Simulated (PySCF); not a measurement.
Molecule: SMILES PP, H4P2.

Molfile (atoms numbered from 1):
```
H4P2
     RDKit          3D

  6  5  0  0  0  0  0  0  0  0999 V2000
    0.4605    0.9395   -0.3264 P   0  0  0  0  0  0  0  0  0  0  0  0
   -0.5804   -0.9422    0.3174 P   0  0  0  0  0  0  0  0  0  0  0  0
    1.3349    0.9463    0.8053 H   0  0  0  0  0  0  0  0  0  0  0  0
    1.4171    0.2409   -1.1280 H   0  0  0  0  0  0  0  0  0  0  0  0
   -1.4629   -0.9440   -0.8080 H   0  0  0  0  0  0  0  0  0  0  0  0
   -1.5294   -0.2432    1.1274 H   0  0  0  0  0  0  0  0  0  0  0  0
  1  2  1  0
  1  3  1  0
  1  4  1  0
  2  5  1  0
  2  6  1  0
M  END
```

Geometry PBE0-D3(BJ)/def2-SVP throughout; GIAO in PySCF 2.14.0 with density-fitted response routines, gas phase, one conformer, non-relativistic; equivalent atoms averaged; basis pcSseg-2.

For orientation, BHandHLYP gives these shifts δ (against H3PO4, TMS at the same level): P1/P2 -209.8, H3/H4/H5/H6 2.47 ppm.

A run gave: P1/P2 -171.4, H3/H4/H5/H6 2.21 ppm (shifts δ (against H3PO4, TMS at the same level)).

Q: Which functional was used in that run?
A. B97-2
B. WP04
C. LC-wPBE
D. wB97X-D

A: B. P1/P2 tells them apart best: WP04 gives -171.4, wB97X-D gives -226.7, B97-2 gives -215.5, LC-wPBE gives -243.7 ppm.
